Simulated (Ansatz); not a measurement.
# HNPSi: the cost of one run

Computed with Ansatz 0.2.0, Gaussian basis. Level: cc-pVTZ, core rule «outside noble gas», up to 11 orbitals frozen.

Plan: UHF; CCSD(T) on ROHF; CCSD(T) on UHF; BCCD(T) on ROHF; CCSDT(Q) on ROHF; CCSDT(Q) on UHF; CASSCF and NEVPT2, 15 electrons in 13 orbitals.

5 further runs of the same task are left out: 5 set aside as unsound or not needed.

## (1) What is computed

The geometry is a PBE0/def2-TZVP stationary point (not a proven minimum) of the parent state, kept for this charge and spin.

4 atoms, charge 0, spin multiplicity 6.

Atoms are counted from 1 here; the program's logs count them from 0.

Bond lengths: N1–Si2 1.684 Å, Si2–P3 2.147 Å, Si2–H4 1.486 Å. Angles: N1–Si2–P3 124.6°, N1–Si2–H4 115.7°, P3–Si2–H4 119.7°.

## (2) UHF

File in.yaml:

```yaml
crystal:
  periodic: [false, false, false]
  atoms:
    - {symbol: N, position_ang: [0.000000, -0.653684, 1.908908]}
    - {symbol: Si, position_ang: [0.000000, 0.424943, 0.615445]}
    - {symbol: P, position_ang: [0.000000, -0.150432, -1.453120]}
    - {symbol: H, position_ang: [0.000000, 1.865832, 0.978241]}
basis:
  gaussian: {orbitals: cc-pVTZ}
magnetization: {spin_polarized: true, initial_magnetization: 5}
hamiltonian: {xc: hf}
output: {orbitals: {seedname: orbitals}}
```

Started as:

```
$ ansatz run in.yaml --threads 1 --pin off --events-out ev --progress --plain --max-ram 4096MiB --backend cpu
```

Q: Estimate wall time and peak memory on 1 thread of AMD EPYC 7R13, shared host.

About 9 s, with a peak of 0.33 GiB.
